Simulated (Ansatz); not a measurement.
# HCl (hydrogen chloride) at CCSD(T)/3-21G

What is the vertical ionisation energy of HCl (hydrogen chloride) at CCSD(T)/3-21G? 

The results are computed with Ansatz 0.2.0.

56 further runs of the same task are left out: 2 that didn't finish, 54 set aside as unsound or not needed.

## Step 1: The molecule

HCl has 2 atoms, charge 0, and is taken as a singlet. As SMILES, `Cl`. The coordinates come from a PBE0-D4/def2-TZVP relaxation.

Bond lengths: Cl1–H2 1.279 Å.

## Step 2: The energy at CCSD(T)/3-21G

job.yaml

```yaml
crystal:
  periodic: [false, false, false]
  atoms:
    - {symbol: Cl, position_ang: [0.546000, -0.178500, 0.280800]}
    - {symbol: H, position_ang: [-0.546000, 0.178500, -0.280800]}
basis:
  gaussian: {orbitals: 3-21G.json}
correlation: {method: ccsd_t, frozen_orbitals: {Cl: 5, H: 0}}
accuracy: high
scf: {omitted_lower_state_checks: [cluster_reference, increment]}
```

The basis set 3-21G is read from a file made from the Basis Set Exchange's data (not shown).

Launch:

```
$ ansatz run job.yaml --threads 1 --pin off --max-ram 2610MiB --events-out events.jsonl --progress --plain --runs-dir runs
```

The log of the run (excerpt; [...] marks lines left out):

```text
Warning: RAYON_NUM_THREADS=1 ignored (pool sized by the plan → 1); use --threads N
Functional definition: HF
  name "HF"
[...]
258 factors; integrals over basis functions are off by at most 4.2e-9 eV
[...]
mean field -12459.25868697 eV, -457.8693115574 hartree, gradient 5.6e-9 eV, S^2 0.000000; 0 other end points of the search recorded, 0 dependent functions left out
5 core orbitals not correlated: weight in the atoms' cores, before any rotation towards them, 1.000 or more for the frozen orbitals, at most 0.000 for the correlated occupied ones
reference -12459.25868697 eV, -457.8693115574 hartree; 4, 4 occupied and 6, 6 virtual orbitals, 258 factors
second order -1.41745168 eV of doubles, -0.00000000 eV of singles
cycle   1  -1.61029000 eV  change   -1.9e-1 eV  update   3.0e-2
[...]
cycle  15  -1.68429533 eV  change  -8.7e-11 eV  update  5.1e-11
perturbative correction -0.00886189 eV, -0.0003256686 hartree
Total energy: -12460.95184420 eV, -457.9315339377 hartree
Checks for a lower state left out: cluster_reference, increment
```

It took 0.14 s on 1 thread of Arm Neoverse V2, shared host.

## Step 3: The doublet cation at the same level

molecule.yaml

```yaml
crystal:
  periodic: [false, false, false]
  atoms:
    - {symbol: Cl, position_ang: [0.546000, -0.178500, 0.280800]}
    - {symbol: H, position_ang: [-0.546000, 0.178500, -0.280800]}
basis:
  gaussian: {orbitals: 3-21G.json}
accuracy: high
scf: {omitted_lower_state_checks: [cluster_reference, increment]}
magnetization: {spin_polarized: true, initial_magnetization: 1}
total_charge: 1
correlation: {method: ccsd_t, frozen_orbitals: {Cl: 5, H: 0}}
```

The basis set 3-21G is read from a file made from the Basis Set Exchange's data (not shown).

Launch:

```
$ ansatz run molecule.yaml --threads 1 --pin off --max-ram 2610MiB --events-out events.jsonl --progress --plain --runs-dir runs
```

The log of the run (excerpt; [...] marks lines left out):

```text
Warning: RAYON_NUM_THREADS=1 ignored (pool sized by the plan → 1); use --threads N
Functional definition: HF
  name "HF"
[...]
258 factors; integrals over basis functions are off by at most 4.2e-9 eV
[...]
mean field -12447.38541393 eV, -457.4329768212 hartree, gradient 1.2e-8 eV, S^2 0.752506; 2 other end points of the search recorded, 0 dependent functions left out
5 core orbitals not correlated: weight in the atoms' cores, before any rotation towards them, 1.000 or more for the frozen orbitals, at most 0.000 for the correlated occupied ones
reference -12447.38541393 eV, -457.4329768212 hartree; 4, 3 occupied and 6, 7 virtual orbitals, 258 factors
second order -1.03202845 eV of doubles, -0.00000000 eV of singles
cycle   1  -1.20988138 eV  change   -1.8e-1 eV  update   3.0e-2
[...]
cycle  18  -1.28651436 eV  change   4.4e-10 eV  update  3.9e-10
perturbative correction -0.00724215 eV, -0.0002661441 hartree
Total energy: -12448.67917045 eV, -457.4805214961 hartree
Checks for a lower state left out: cluster_reference, increment
```

Run time: 0.26 s. Hardware: 1 thread of Arm Neoverse V2, shared host.

## Step 4: What came out

Level: CCSD(T)/3-21G, 5 core orbitals frozen.

| quantity | value |
| --- | --- |
| singlet HCl: total energy | -457.93153 Eh |
| singlet HCl: correlation energy (5 core orbitals frozen) | -62.2 mEh |
| singlet HCl: (T) correction | -0.33 mEh |
| singlet HCl: T1 diagnostic | 0.005 |
| doublet cation: total energy | -457.48052 Eh |
| doublet cation: correlation energy (5 core orbitals frozen) | -47.5 mEh |
| doublet cation: (T) correction | -0.27 mEh |
| doublet cation: ⟨S²⟩ of the reference determinant | 0.753 |
| doublet cation: T1 diagnostic | 0.006 |
| vertical ionisation energy (to the doublet cation) | 12.273 eV |

The vertical ionisation energy comes to 12.27 eV (283 kcal/mol). The triples (singlet HCl) make up 0.5 % of the correlation energy. The triples (doublet cation) make up 0.6 % of the correlation energy.
